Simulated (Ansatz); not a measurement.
# HO–N–Si⁺, doublet: the ladder up to UCCSDT(Q)

Geometry: that of the HO–N–Si, singlet, kept fixed.

```
atom   x (Å)    y (Å)    z (Å)
   O  0.0000  -0.2872   0.9608
   N  0.0000  -0.1547  -0.3644
  Si  0.0000  -0.1669  -1.9186
   H  0.0000   0.6087   1.3221
```

Basis cc-pVTZ; Ansatz 0.2.0. Only valence electrons are correlated (noble-gas cores frozen), which leaves 15 electrons in 101 orbitals. Prefix R: restricted or restricted open-shell reference; prefix U: unrestricted.

Full CI isn't at hand for all of this; UCCSDT(Q) serves as the reference, and is uncertain by about the last step of the cluster series. The frozen core follows each run's orbitals, which can shift R against U totals by a few meV.

```
UHF ⟨S²⟩                          : 0.767
T1 diagnostic (RCCSD)             : 0.0386
largest doubles amplitude (RCCSD) : 0.087
T1 diagnostic (UCCSD)             : 0.0345
```

| level | E − E(UCCSDT(Q)) (meV) | share of correlation (%) | wall time |
| --- | --- | --- | --- |
| RHF | 14814 | 0.00 | – |
| UHF | 14654 | 1.07 | – |
| RMP2 | 1327 | 91.04 | – |
| UMP2 | 1355 | 90.86 | – |
| RCCSD | 721 | 95.13 | – |
| UCCSD | 715 | 95.17 | – |
| RCCSD(T) | 72 | 99.52 | 14 s (H100) |
| UCCSD(T) | 74 | 99.50 | 12 s (H100) |
| BCCD(T) | 68 | 99.54 | 8 s (H100) |
| RCCSDT | 52 | 99.65 | – |
| UCCSDT | 52 | 99.65 | – |
| RCCSDT(Q) | 8 | 99.94 | 2.1 min (H100) |

The correlation energy at UCCSDT(Q), counted from RHF, is -14.814 eV. That run took 50 s on 2 threads of AMD EPYC 7R13 with a shared H100 80 GB, shared host.

Times hold each run's SCF and search for its determinant on a shared host, so for small cases they say little of a method's own cost.
